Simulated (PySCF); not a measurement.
Coordinates in bohr (charge 0 multiplicity 1):
```
Si    1.1124    0.0000    0.0000
F    -0.8200    0.0000    2.3291
F    -0.8200    0.0000   -2.3291
```

These are results of PBE0/[Si def2-TZVP, F def2-TZVP], no relativity, density fitting, PySCF, not measurements.

This geometry of SiF2 is a stationary point at this level.

Task: What is the point group?

Result: C2v.

Task: Is it a minimum?

Result: Yes: all harmonic wavenumbers are real.

Task: List the harmonic modes with their infrared intensities.

Result: 
| symmetry | ω (cm⁻¹) | IR (km/mol) |
| --- | --- | --- |
| a1 | 337 | 17.5 |
| a1 | 855 | 132 |
| b2 | 871 | 174 |

Task: Give the atomic charges and bond orders.

Result: 
| atom | Mulliken | Löwdin | polar tensor | Mayer order to Si1 |
| --- | --- | --- | --- | --- |
| Si1 | 0.54 | 0.03 | 1.09 | – |
| F2,3 | -0.27 | -0.02 | -0.55 | 1.11 |

In C2v the vibrations span 2a1 + b2. Here b1 is antisymmetric to the molecular plane and b2 lies in it.
